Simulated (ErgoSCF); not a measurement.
**One shape, several levels: N2H4 (hydrazine)**

Aim: a comparison of 6 runs (HF/STO-3G, HF/3-21G, HF/def2-SVP, HF/aug-cc-pVDZ, B3LYP/6-31G*, PBE0/def2-SVP) of N2H4 (hydrazine). 

The calculation is run with ErgoSCF 3.8.

1 further run of the same task is left out (set aside as unsound or not needed).

### Step 1. The system as given

The species is N2H4 (6 atoms), meant as a singlet with charge 0. SMILES: `NN`. Geometry: relaxed at PBE0-D4/def2-TZVP. This is one conformer, not always the lowest.

Bond lengths: N1–N2 1.415 Å, N1–H3 1.014 Å, N1–H4 1.011 Å, N2–H5 1.014 Å, N2–H6 1.011 Å. Angles: N1–N2–H5 112.7°, N1–N2–H6 108.2°, N2–N1–H3 112.7°, N2–N1–H4 108.2°, H5–N2–H6 108.3°, H3–N1–H4 108.3°.

### Step 2. The energy at HF/STO-3G (run 1)

job.ego reads:

```
# H4N2, HF
set_nthreads(1)
molecule_inline
N     -0.25530200    -1.32602082     0.37019735
N      0.84527450     1.10322211     0.16988638
H     -2.03372326    -1.39386199    -0.34109557
H      0.82902285    -2.55528767    -0.60981462
H      0.19634254     2.08758045    -1.34113863
H      0.41857434     2.08417894     1.75196509
EOF
tmpdir = "."
scf.max_number_of_iterations = 120
basis = "STO-3G"
scf.output_mulliken_pop = 1
scf.use_diagonalization = 1
run "HF"
```

The basis set STO-3G is read from a file made from the Basis Set Exchange's data (not shown).

Command:

```
$ ergo job.ego
```

Standard output:

```text
[...]
INSC SCF_general constructor, number of basis functions: 14
[...]
INSC Energy   1 =        -88.86446750435
[...]
INDE E_LUMO =          0.60779533612
[...]
INSC Energy   9 =       -109.74350998653  ( diff     -0.000000000026290 )
[...]
RESC CONVERGED after   9 iterations.
RESC FINAL ENERGY:       -109.74350998653
[...]
INSC SCF: dipole_moment_x [atomic units] =      -0.58269183
INSC SCF: dipole_moment_y [atomic units] =       0.22001740
INSC SCF: dipole_moment_z [atomic units] =      -0.53348067
[...]
```

Wall time 0.66 s (1 thread of Arm Neoverse V1, shared host); peak memory 0.26 GiB.

### Step 3. The energy at HF/3-21G (run 2)

input.ego reads:

```
set_nthreads(1)
molecule_inline
N     -0.25530200    -1.32602082     0.37019735
N      0.84527450     1.10322211     0.16988638
H     -2.03372326    -1.39386199    -0.34109557
H      0.82902285    -2.55528767    -0.60981462
H      0.19634254     2.08758045    -1.34113863
H      0.41857434     2.08417894     1.75196509
EOF
basis = "3-21G"
tmpdir = "."
scf.output_mulliken_pop = 1
scf.use_diagonalization = 1
scf.max_number_of_iterations = 120
run "HF"
```

The basis set 3-21G is read from a file made from the Basis Set Exchange's data (not shown).

Command:

```
$ ergo input.ego
```

Standard output:

```text
[...]
INSC SCF_general constructor, number of basis functions: 26
[...]
INSC Energy   1 =        -65.23669229330
[...]
INDE E_LUMO =          0.26725230092
[...]
INSC Energy  11 =       -110.54789361305  ( diff     -0.000000000000767 )
[...]
RESC CONVERGED after  11 iterations.
RESC FINAL ENERGY:       -110.54789361305
[...]
INSC SCF: dipole_moment_x [atomic units] =      -0.68871557
INSC SCF: dipole_moment_y [atomic units] =       0.26004872
INSC SCF: dipole_moment_z [atomic units] =      -0.63054909
[...]
```

Run time: 0.76 s. Hardware: 1 thread of Arm Neoverse V1, shared host; peak memory 0.26 GiB.

Runs 3 to 5 aren't shown in full; the table further down has their settings and results.

### Step 4. A single-point energy at PBE0/def2-SVP (run 6)

job.ego reads:

```
set_nthreads(1)
molecule_inline
N   -0.25530200  -1.32602082   0.37019735
N    0.84527450   1.10322211   0.16988638
H   -2.03372326  -1.39386199  -0.34109557
H    0.82902285  -2.55528767  -0.60981462
H    0.19634254   2.08758045  -1.34113863
H    0.41857434   2.08417894   1.75196509
EOF
scf.use_diagonalization = 1
XC.sparse_mode = 0
scf.max_number_of_iterations = 120
basis = "def2-SVP"
XC.radint = 1e-11
XC.angint = 41
scf.output_mulliken_pop = 1
tmpdir = "."
run "PBE0"
```

The basis set def2-SVP is read from a file made from the Basis Set Exchange's data (not shown).

Command:

```
$ ergo job.ego
```

Standard output:

```text
[...]
INDF Weighted mixed functional:
[...]
INSC Energy   1 =        -40.53884867058
[...]
INDE E_LUMO =          0.06923649284
[...]
INSC Energy  14 =       -111.64934064050  ( diff      0.000000000000028 )
[...]
RESC CONVERGED after  14 iterations.
RESC FINAL ENERGY:       -111.64934064050
[...]
INSC SCF: dipole_moment_x [atomic units] =      -0.56985090
INSC SCF: dipole_moment_y [atomic units] =       0.21516760
INSC SCF: dipole_moment_z [atomic units] =      -0.52172421
[...]
```

Wall time 6.3 s (1 thread of Arm Neoverse V1, shared host); peak memory 0.26 GiB.

### Step 5. Overview of the runs

| run | level | integration grid | radint | energy (Eh) | dipole moment (D) | wall time |
| --- | --- | --- | --- | --- | --- | --- |
| 1 | HF/STO-3G | – | – | -109.743510 | 2.08 | 0.66 s |
| 2 | HF/3-21G | – | – | -110.547894 | 2.46 | 0.76 s |
| 3 | HF/def2-SVP | – | – | -111.093165 | 2.12 | 4.2 s |
| 4 | HF/aug-cc-pVDZ | – | – | -111.201353 | 2.00 | 31 s |
| 5 | B3LYP/6-31G* (spherical functions) | Turbo | 1e-11 | -111.853745 | 2.10 | 4.5 s |
| 6 | PBE0/def2-SVP | Turbo | 1e-11 | -111.649341 | 2.04 | 6.3 s |

### Step 6. Summary of results

| quantity | value |
| --- | --- |
| run 6: total energy | -111.64934 Eh |
| run 6: dipole moment | 2.04 D |

In words: The dipole moment (its size) runs from 2.00 D (HF/aug-cc-pVDZ) to 2.46 D (HF/3-21G). Totals of different functionals can't be ranked against each other. In run 1 the basis is minimal, so the values are rough. All runs together took 48 s, the longest 31 s.
